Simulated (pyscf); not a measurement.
## Four-centre exchange: F–SiH₂–O–SiH₃ (SMILES F[SiH2]O[SiH3]) + H₂ (SMILES [H][H]) -> F–SiH₂–O–SiH₃ (SMILES F[SiH2]O[SiH3]) + H₂ (SMILES [H][H])

Gas phase, singlet surface, charge 0. Bonds broken: Si2–H5, H10–H11. Bonds formed: Si2–H10, H5–H11. Structures and frequencies: ωB97X-D3(BJ)/def2-SVP in PySCF.

Transition state (Å):

```xyz
11

F     -0.8456    -1.3662     1.0188
Si    -0.8496     0.2492     1.3854
O     -0.9828     0.8123    -0.1593
Si    -1.0078    -0.0316    -1.6123
H     -2.2192    -0.1437     2.3518
H      0.3218     0.3479     2.2730
H     -1.0571     0.9854    -2.6957
H      0.2210    -0.8578    -1.7582
H     -2.2181    -0.8946    -1.6850
H     -1.3926     1.7171     1.9389
H     -2.0668     0.8439     2.2693
```

One imaginary mode, 1472i cm⁻¹; descent along it reached the two sides named.

```csv
bond,change,reactant side (Å),saddle,product side
Si2–H5,breaks,1.481,1.722,4.5
H10–H11,breaks,0.760,1.152,4.0
Si2–H10,forms,3.6,1.660,1.479
H5–H11,forms,3.1,1.003,0.760
```

Electronic energies relative to the separated reactants (eV):

| level | barrier | reaction energy | reverse barrier |
|---|---|---|---|
| ωB97X-D3(BJ)/def2-TZVP | 2.59 | 0.00 | 2.59 |
| PBE/def2-TZVP | 2.26 | 0.00 | 2.26 |
| r²SCAN/def2-TZVP | 2.36 | 0.00 | 2.36 |
| B3LYP-D3(BJ)/def2-TZVP | 2.58 | 0.00 | 2.58 |
| PBE0-D3(BJ)/def2-TZVP | 2.37 | 0.00 | 2.37 |
| M06-2X/def2-TZVP | 2.71 | 0.00 | 2.71 |
| ωB97M-D3(BJ)/def2-TZVP | 2.57 | 0.00 | 2.57 |
| HF/def2-TZVP | 3.37 | 0.00 | 3.37 |

With ωB97M-D3(BJ)/def2-TZVP energies and thermal terms (ideal gas, 1 atm, RRHO with modes under 100 cm⁻¹ raised to 100, one conformer, R ln 2 for chiral ones without a mode under 150 cm⁻¹), in eV:

```tsv
T (K)	ΔH‡	ΔG‡	ΔH	ΔG
298	2.61	3.01	0.00	0.00
600	2.57	3.42	0.00	0.00
900	2.56	3.85	0.00	0.00
1200	2.56	4.28	0.00	0.00
```

At the saddle there is also a short H–Si contact that neither side keeps. The same reactants have a lower exit, to F–SiH₃ + HO–SiH₃ (barrier +2.30 eV at ωB97M-D3(BJ)/def2-TZVP, against +2.57 eV here). One saddle was located; it need not be the lowest between these sides.
